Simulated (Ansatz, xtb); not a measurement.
Ranking isomers of AlH3OSi

4 gas-phase structures of AlH3OSi, found in a search over its isomers (lower ones may exist). Each was relaxed with GFN2-xTB:

A. `[Al][O][SiH3]`, a singlet
B. `O=[SiH][AlH2]`, a singlet
C. a singlet given by its coordinates
D. a singlet given by its coordinates

C (Å):

```xyz
6

Al    0.0848   -1.7581    1.8139
O     1.1756   -1.1509    3.0334
Si    2.3543   -0.8040    1.9614
H    -1.0809   -0.8462    1.3777
H    -0.0716   -3.2885    1.6926
H     3.3922   -0.2661    2.8821
```

Close contacts (Å): Al1–O2 1.75, Al1–Si3 2.47, O2–Si3 1.63, Al1–H4 1.54, Al1–H5 1.54, Si3–H6 1.49.

D (Å):

```xyz
6

Al    0.2902   -0.8904    0.3229
O    -1.1865   -0.3113   -0.6366
Si   -0.7315    0.8390   -1.5271
H    -0.1523   -0.6215    1.8021
H     1.3870    0.1584   -0.3021
H     0.4213   -2.3817   -0.1403
```

Close contacts (Å): Al1–O2 1.85, Al1–Si3 2.73, O2–Si3 1.52, Al1–H4 1.57, Al1–H5 1.64, Al1–H6 1.57.

**Question.** Make a reasoned guess at their ranking by r2SCAN-D4/def2-SVP single-point energy.

**Answer.** Calculated order at r2SCAN-D4/def2-SVP: A (0.000), C (1.764), D (1.898), B (3.143) eV.

Energies above the lowest of each column, in eV:

```csv
structure,GFN2-xTB,HF/STO-3G,r2SCAN-D4/def2-SVP
A,0.119,0.000,0.000
C,0.306,1.077,1.764
D,0.000,1.082,1.898
B,1.190,3.413,3.143
```

r2SCAN-D4/def2-SVP puts A lowest; GFN2-xTB picks D. Some further structures that were screened fall inside this span and aren't listed. Flexible structures stand in one conformer each, not always the lowest. Frequencies (B3LYP-D4/def2-TZVP) were run for A alone.

Over these structures GFN2-xTB departs from r2SCAN-D4/def2-SVP by 0.708 eV on average once a common shift is removed. A GFN2-xTB relaxation took about 0.079 s and the r2SCAN-D4/def2-SVP energy about 1 s on a shared host (Ansatz 0.2.0, xtb 6.7.1).
